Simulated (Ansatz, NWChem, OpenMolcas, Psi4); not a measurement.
# A small benchmark: atomisation enthalpy at 298 K

6 molecules with open shells; the atomisation enthalpy at 298 K in kJ/mol, computed less measured. Shapes, held fixed at every level: PBE0-D4/def2-TZVP. Flexible molecules stand in one conformer, not always the lowest. Thermal terms are harmonic and unscaled (PBE0-D4/def2-TZVP); the spin-orbit lowering of the free atoms is taken from their spectra. Programs: Ansatz 0.2.0, NWChem 7.3.0, OpenMolcas 26.06, Psi4 1.11. A level may come from different programs for different species; with the same settings they agree closely. Measured values: Active Thermochemical Tables.

Levels: A = B3LYP/6-31G* (spherical functions); B = r2SCAN0-D4/def2-TZVPP; C = wB97M-V/def2-TZVPP.

| molecule | from tabulated heats | A | B | C |
| --- | --- | --- | --- | --- |
| N2H (dinitrogen monohydride) | 913 | +5 | -57 | +18 |
| C2HO (SMILES C#C[O]) | 1723 | +1 | -28 | +10 |
| CH2N (SMILES C=[N]) | 1387 | +9 | -30 | +9 |
| N2H3 (hydrazinyl radical) | 1374 | -5 | -42 | +23 |
| C3H3 (SMILES [CH]=C=C) | 2453 | -7 | -16 | +2 |
| C3H3 (cyclopropenyl radical) | 2318 | -7 | -7 | +11 |

Question: Sum up the errors.

Answer: 
```json
{"level": "B3LYP/6-31G* (spherical functions)", "kind": "global hybrid", "mean error": "-0.7", "mean absolute error": "5.7", "worst case": "CH2N"}
{"level": "r2SCAN0-D4/def2-TZVPP", "kind": "global hybrid", "mean error": "-30.0", "mean absolute error": "30.0", "worst case": "N2H"}
{"level": "wB97M-V/def2-TZVPP", "kind": "range-separated hybrid", "mean error": "+12.2", "mean absolute error": "12.2", "worst case": "N2H3"}
```

On this set B3LYP/6-31G* (spherical functions) has the smallest mean absolute error and r2SCAN0-D4/def2-TZVPP the largest. r2SCAN0-D4/def2-TZVPP is too low in 6 of 6; wB97M-V/def2-TZVPP is too high in 6 of 6. Heats of the atoms come from ATcT where it has them. The levels differ in basis as well as in method. A functional in a double-zeta set wins here by errors that cancel. Open shells run unrestricted. The set is small.
